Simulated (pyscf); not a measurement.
H₂N–Al(Cl)–Cl + hydrogen chloride (HCl) → H₂N–Al(Cl)–Cl + hydrogen chloride (HCl) (four-centre exchange; singlet surface; Al–Cl, Cl–H broken, Al–Cl, Cl–H formed). Optimised with ωB97X-D3(BJ)/def2-SVP in PySCF. Energies in kJ/mol from the separated reactants.

| level | barrier | reaction energy |
|---|---|---|
| ωB97X-D3(BJ)/def2-TZVP | -1.4 | 0.0 |
| PBE/def2-TZVP | … | 0.0 |
| r²SCAN/def2-TZVP | -8.1 | 0.0 |
| B3LYP-D3(BJ)/def2-TZVP | … | 0.0 |
| PBE0-D3(BJ)/def2-TZVP | -7.2 | 0.0 |
| ωB97M-D3(BJ)/def2-TZVP | 11.2 | 0.0 |

Question: What belongs in the gaps?

Answer: 
- PBE/def2-TZVP, barrier: -8.3
- B3LYP-D3(BJ)/def2-TZVP, barrier: 4.5

On the reactant side the descent ends in an adduct with a Al–Cl contact, 35.6 kJ/mol under the separated species and 34.2 kJ/mol under the saddle at ωB97X-D3(BJ)/def2-TZVP. On the product side the descent ends in an adduct with a Al–Cl contact, 35.6 kJ/mol under the separated species and 34.2 kJ/mol under the saddle at ωB97X-D3(BJ)/def2-TZVP. At ωB97X-D3(BJ)/def2-TZVP, PBE, r²SCAN, PBE0-D3(BJ) the saddle lies under the separated reactants, which points to a path from their complex (located at ωB97X-D3(BJ) alone). At ωB97X-D3(BJ)/def2-TZVP, PBE, r²SCAN, PBE0-D3(BJ) the saddle lies under the separated products, which points to a path from their complex (located at ωB97X-D3(BJ) alone). What is counted as formed (Al–Cl) is already present as a longer contact in the reactant adduct; forming that adduct is a step of its own. What is counted as broken (Al–Cl) persists as a longer contact in the product adduct; parting that adduct is a step of its own. This is the saddle that the search found; another between the same sides may lie lower.
